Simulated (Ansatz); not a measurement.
Molecule (SMILES): C (CH4).
Atoms: C1, H2, H3, H4, H5. Bonds: C1-H2, C1-H3, C1-H4, C1-H5.

How fast the optimised C1-H2 bond length converges with the basis for several methods (Ansatz, a program for electronic structure): deviation from each method's own reference, in Å. References: B3LYP 1.0876 Å, the value in def2-QZVPPD; HF 1.0814 Å, the value in def2-QZVPPD; MP2 1.0842 Å, the value in def2-QZVPPD; PBE 1.0953 Å, the value in def2-QZVPPD. Cartesian d functions, on some or all atoms, in 6-31G*; all else is spherical. In correlated methods cores are frozen. No added dispersion term, no relativity. The reference of a correlated method is not its basis-set limit, which lies further on.

| basis | functions | B3LYP | HF | MP2 | PBE |
|---|---|---|---|---|---|
| pcseg-0 | 17 | 0.0104 | 0.0049 | 0.0132 | 0.0109 |
| def2-SV(P) | 22 | 0.0156 | 0.0110 | 0.0171 | 0.0149 |
| 6-31G* | 23 | 0.0057 | 0.0022 | 0.0058 | 0.0050 |
| cc-pVDZ | 34 | 0.0124 | 0.0093 | 0.0153 | 0.0108 |
| def2-TZVP | 55 | 0.0017 | 0.0013 | 0.0033 | 0.0013 |
| aug-pcseg-1 | 59 | 0.0082 | 0.0050 | 0.0079 | 0.0072 |
| def2-TZVPP | 87 | 0.0008 | 0.0006 | 0.0011 | 0.0005 |
| jun-cc-pV(T+d)Z | 95 | 0.0008 | 0.0007 | 0.0015 | 0.0007 |
| def2-TZVPPD | 105 | 0.0008 | 0.0006 | 0.0014 | 0.0006 |
| 6-311++G(3df,3pd) | 111 | 0.0005 | 0.0004 | 0.0012 | 0.0003 |
| cc-pVQZ | 175 | 0.0000 | 0.0001 | 0.0000 | 0.0000 |
| pcseg-3 | 192 | 0.0000 | -0.0003 | -0.0016 | 0.0000 |

Mean absolute deviation over def2-TZVP, def2-TZVPP, jun-cc-pV(T+d)Z, def2-TZVPPD, 6-311++G(3df,3pd): PBE 0.0007, HF 0.0007, B3LYP 0.0009, MP2 0.0017 Å.
